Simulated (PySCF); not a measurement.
Molecule: `InChI=1S/C3H4F2S/c1-3(5)6-2-4/h1-2H2`.

Bonds (- single, = double, # triple, : aromatic): C1=C2, C2-F3, C2-S4, S4-C5, C5-F6. C1 carries H7, H8; C5 carries H9, H10. H8 is cis to F3; H7 is trans to F3.

Frames of a GFN2-xTB Langevin trajectory at 200 K; GIAO PBE0/pcSseg-1 shieldings in PySCF, gas phase, non-relativistic; equivalent atoms averaged within each frame.

References, each an isolated molecule treated in the same way: ¹³C (σ = 186.93 ppm) and ¹H (σ = 31.72 ppm) vs TMS; CFCl3 for ¹⁹F (σ = 170.95 ppm); CS2 for ³³S (σ = 503.73 ppm). The references are static minima.

**Question.** How do the shifts (ppm) fluctuate along the trajectory?

**Answer.** 
```csv
time (fs),C2,C1,C5,F3,F6,S4,H9/H10,H8,H7
250,183.6,104.4,99.8,-55.8,-207.3,144,5.99,5.84,5.17
425,178.0,97.9,99.0,-81.4,-201.7,126,5.94,5.25,5.06
625,171.1,89.7,97.6,-72.4,-213.7,112,6.35,5.05,4.19
800,186.1,104.9,89.5,-61.1,-222.2,139,5.74,5.10,4.95
1000,181.9,96.7,101.0,-70.8,-209.2,197,5.92,4.88,4.43
mean of frames,180.1,98.7,97.4,-68.3,-210.8,143,5.99,5.22,4.76
standard deviation,5.8,6.2,4.6,10.0,7.7,32,0.22,0.37,0.43
```

5 frames give an uncertainty of the mean of about the standard deviation over 2.2 at best, since frames this close in time may not be independent; classical motion lacks zero-point vibration, and the reference would need the same averaging.
